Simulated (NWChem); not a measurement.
**Worked example: vertical ionisation energy of BH3SO (SMILES OBS)**

BH3SO has 6 atoms, charge 0, and is taken as a singlet. SMILES: `OBS`. The shape is that of a PBE0-D4/def2-TZVP optimisation. This is one conformer, not always the lowest.

Both states at this one shape; open shells run unrestricted unless said. 1 Eh = 27.2114 eV.

```
                               level  program  singlet BH3SO (Eh)  doublet BH3SO+ (Eh)
                        r2SCAN/3-21G   NWChem         -497.485052          -497.098477
 r2SCAN/6-31G* (spherical functions)   NWChem         -500.026514          -499.649560
r2SCAN/6-31G** (spherical functions)   NWChem         -500.038167          -499.661150
```

Question: Work out the vertical ionisation energy at each level.

Answer: 
1. r2SCAN/3-21G: -497.098477 − (-497.485052) = 0.386575 Eh = 10.52 eV.
2. r2SCAN/6-31G* (spherical functions): -499.649560 − (-500.026514) = 0.376954 Eh = 10.26 eV.
3. r2SCAN/6-31G** (spherical functions): -499.661150 − (-500.038167) = 0.377017 Eh = 10.26 eV.

No measured value is set beside it here; the levels span 10.26 to 10.52 eV.
